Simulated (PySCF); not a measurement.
Removing an electron from HCF2CH2OH

Species: HCF2CH2OH, C2H4F2O.
Z-matrix (Å and degrees, PBE0-D3(BJ)/def2-SVP geometry), rows numbered from 1:
```
O 
C   1  1.3900
C   2  1.5108  1  112.06
F   3  1.3466  2  111.30  1   -62.77
F   3  1.3624  2  108.27  1    54.93
H   1  0.9648  2  107.33  3   -51.28
H   2  1.1010  1  108.28  3  -119.66
H   2  1.1098  1  113.10  3   121.58
H   3  1.1050  2  112.84  1   174.66
```

Level: B3LYP/def2-SVPD (PySCF). Frontier orbitals with their largest atomic shares (Löwdin; up to four atoms above 4 %):

```csv
orbital,ε (eV),main atoms
HOMO−3,-11.47,"F4 52 %, F5 35 %, O1 6 %"
HOMO−2,-10.79,"O1 28 %, F4 20 %, F5 20 %, C2 10 %"
HOMO−1,-9.61,"O1 33 %, C2 18 %, C3 12 %, F4 11 %"
HOMO,-8.30,?
LUMO,0.13,"C2 19 %, C3 19 %, O1 18 %, H6 11 %"
LUMO+1,0.64,"O1 18 %, H9 17 %, H7 12 %, H8 11 %"
LUMO+2,1.40,"H9 18 %, H8 15 %, O1 12 %, F4 12 %"
```

**Question.** What vertical ionisation energy does ΔSCF give, and how far is −ε(HOMO) from it?

**Answer.** ΔSCF: 11.15 eV (1076 kJ/mol; threshold wavelength 111 nm); ⟨S²⟩ of the doublet left behind is 0.754, against 0.75 for a pure doublet. −ε(HOMO) is 8.30 eV, 2.85 eV below it. In exact Kohn–Sham theory the two would be equal; B3LYP (global hybrid, 20 % exact exchange) falls short of its own ΔSCF value by 26 %. Holes in the HOMO−1 and HOMO−2 were tried too where these lie within 1.2 eV of the HOMO; the lowest converged state counts.

**Question.** On which atoms does the HOMO lie?

**Answer.** O1 (alcohol oxygen) 62 %, C2 (carbinol carbon (C–OH)) 14 %, H8 (methylene hydrogen) 7 %, C3 (CHF2 carbon) 7 %, so more than half of it is on one atom. The HOMO−1 lies 1.31 eV lower.

**Question.** Shift the occupied levels rigidly so that −ε(HOMO) equals the ΔSCF value. What binding energies result?

**Answer.** The shift is +2.85 eV: HOMO 11.15, HOMO−1 12.46, HOMO−2 13.64, HOMO−3 14.32 eV. A rigid shift is only a rough guide to the deeper ionisations.

**Question.** With α = 33.7 au, estimate the like-pair dispersion coefficient by London's formula C6 = (3/4)α²I.

**Answer.** I = 0.4097 Eh, so C6 ≈ 350 au, a rough estimate.

**Question.** What total energies stand behind the ΔSCF value?

**Answer.** E(N) = -353.28139 Eh and E(N − 1) = -352.87166 Eh at the same geometry, 0.40973 Eh apart.

**Question.** What kinetic energy would electrons from this vertical process carry with Lyman-α light (10.199 eV)?

**Answer.** The photon is 0.95 eV short of the vertical value.

One conformer (not necessarily the lowest) at the PBE0-D3(BJ)/def2-SVP geometry, without solvent, vibrations or thermal averaging.
